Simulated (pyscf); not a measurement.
`[SiH3][NH][SiH3]` + `[H][H]` -> `[NH2][SiH3]` + `[SiH4]`, a four-centre exchange (singlet surface; N–Si, H–H broken, H–N, H–Si formed). PySCF, gas phase, ωB97X-D3(BJ)/def2-SVP geometries. Energies in eV from the separated reactants.

Small-basis levels: PySCF, no dispersion term, spherical d functions. 

In single points HF/STO-3G puts the saddle at 3.82 eV and the reaction energy at +0.13 eV. Should these be trusted to within a few kcal/mol? Compare with ωB97M-D3(BJ)/def2-TZVP.

ωB97M-D3(BJ)/def2-TZVP gives ΔE‡ = 2.19 eV and ΔE = +0.33 eV. HF/STO-3G lies 1.63 eV over it in the barrier and 0.20 eV under it in the reaction energy, so on this step it does not hold to within 0.13 eV. ωB97M-D3(BJ)/def2-TZVP has limits of its own. At the saddle there is also a short H–Si contact that neither side keeps. One saddle was located; it need not be the lowest between these sides.
